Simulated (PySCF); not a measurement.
Gas-phase reaction: AlH₃ + 2 AlO + O → 3 AlOH

Method: PySCF energies (xtb for GFN2) plus ideal-gas RRHO corrections (1 bar). S°(298 K) at PBE0/def2-TZVP differs from the NASA 1993 table for AlOH (+24 J/mol/K); whether the harmonic model or the table's entry is off was not settled. † marks an energy on the PBE0/def2-TZVP geometry and frequencies; other levels use their own. Open shells (unrestricted): AlO (multiplicity 2), O (multiplicity 3, electronic degeneracy 9); the rest are closed-shell singlets. GFN2 has no spin-polarisation term. Spin-orbit splitting is ignored; it lowers the true energy and changes the entropy of O. B3LYP is the form with VWN-RPA correlation. AlH₃: computed as isolated molecules; such fragments, hydroxides, amides, oligomers or adducts are transient or little studied in the gas. The harmonic model lacks anharmonicity and excited electronic states, which grow with temperature; levels with a mode under 35 cm⁻¹ are left out. Soft modes under 120 cm⁻¹ make the harmonic entropy rough for AlOH.

| level | ΔE electronic, kJ | ΔH°(298 K), kJ | ΔS°(298 K), J/K | ΔG°(1000 K), kJ |
|---|---|---|---|---|
| B3LYP/def2-TZVP† | -1051 | -1016 | -83 | -939 |
| BLYP/def2-TZVP† | -1021 | -986 | -83 | -909 |
| GFN2-xTB | -1164 | -1126 | -149 | -977 |
| PBE/def2-SVP | -1061 | -1026 | -125 | -904 |
| PBE/def2-TZVP† | -1052 | -1017 | -83 | -940 |
| PBE0/def2-SVP† | -1080 | -1045 | -83 | -968 |
| PBE0/def2-TZVP | -1066 | -1031 | -83 | -954 |
| r2SCAN/def2-TZVP† | -1020 | -985 | -83 | -908 |
| LDA/def2-TZVP† | -1208 | -1173 | -83 | -1096 |
| ωB97M-V/def2-TZVP† | -1117 | -1082 | -83 | -1005 |
| ωB97X-V/def2-TZVP† | -1080 | -1045 | -83 | -968 |
ΔH° is lowest at LDA/def2-TZVP† and highest at r2SCAN/def2-TZVP†. No reference value is set beside these.
